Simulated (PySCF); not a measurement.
Series: H3E-E'H3. All species are isolated molecules in the gas phase. Strings in code marks are SMILES.

All values below come from B3LYP-D3(BJ)/def2-TZVP (PySCF). All candidates: neutral, multiplicity 1. B3LYP has the VWN-RPA correlation part, as in Gaussian. Delta-SCF ions had no search for a lower state. Excitations are Tamm–Dancoff values on a coarser integration grid. The basis has no diffuse functions, so Rydberg states are missing or too high.

The HOMO–LUMO gap comes out as 10.47 eV and the vertical ionisation energy (Delta-SCF) is 12.26 eV. The T1 excitation (TDA) is 8.99 eV.

Question: Name which member has these values.
(A) `[CH3][SnH3]`
(B) `[SiH3][SnH3]`
(C) `CC`
(D) `[NH3+][AlH3-]`

Answer: C, `CC`. The others give `[CH3][SnH3]`: 8.13 eV, 10.51 eV, 6.47 eV; `[NH3+][AlH3-]`: 6.55 eV, 9.85 eV, 5.48 eV; `[SiH3][SnH3]`: 7.40 eV, 9.99 eV, 5.83 eV
